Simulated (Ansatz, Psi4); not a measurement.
# H2S2 (SMILES SS): from total energies to a heat of formation

H2S2 has 4 atoms, charge 0, and is taken as a singlet. As SMILES, `SS`. The coordinates come from a PBE0-D4/def2-TZVP relaxation.

Total energies at HF/def2-TZVPP (Psi4 1.11); the atoms run unrestricted:

```tsv
species	state	energy (Eh)
H2S2	singlet	-796.250251
S	triplet	-397.501998
H	doublet	-0.499810
```

Harmonic wavenumbers at PBE0-D4/def2-TZVP, in cm⁻¹: 465, 536, 906, 908, 2662, 2665.

Measured heats of formation of the gaseous atoms at 298.15 K, in kJ/mol: S 277.0, H 218.0. Spin-orbit lowering of the atoms at 298 K (mean of the ground term's levels less their thermal mean, from spectra), in kJ/mol: S 1.88. Take 1 Eh = 2625.50 kJ/mol, 1 cm⁻¹ = 0.0119627 kJ/mol, RT = 2.479 kJ/mol.

Q: What heat of formation follows?

A: 
1. Electronic atomisation energy: 2 × (-397.501998) + 2 × (-0.499810) − (-796.250251) = 0.246635 Eh = 647.5 kJ/mol.
2. Zero-point energy: half the sum of the wavenumbers, 4071 cm⁻¹ = 48.7 kJ/mol.
3. Thermal vibrational enthalpy, Σ hcν̃/(exp(hcν̃/kT) − 1): 1.5 kJ/mol. Translation, rotation and pV of a non-linear molecule: 4 RT = 9.9 kJ/mol.
4. The 4 free atoms carry 5/2 RT each: 24.8 kJ/mol.
5. Spin-orbit coupling lowers the free atoms by 2 × 1.88 = 3.8 kJ/mol.
6. Atomisation enthalpy at 298 K: 647.5 − 3.8 − 48.7 − 1.5 − 9.9 + 24.8 = 608.4 kJ/mol.
7. Sum of the atoms' heats of formation: 990.0 kJ/mol. Heat of formation: 990.0 − 608.4 = +381.6 kJ/mol.

The tabulated value is +15.5 kJ/mol (CRC Handbook of Chemistry and Physics), so this level is off by +366.1 kJ/mol, or 37.6 % of the atomisation enthalpy that the table implies (974.5 kJ/mol). Hartree–Fock leaves out correlation, which is larger in the molecule than in the atoms, so it underbinds and puts the heat of formation too high. Anharmonicity and any spin-orbit splitting of the molecule are left out.
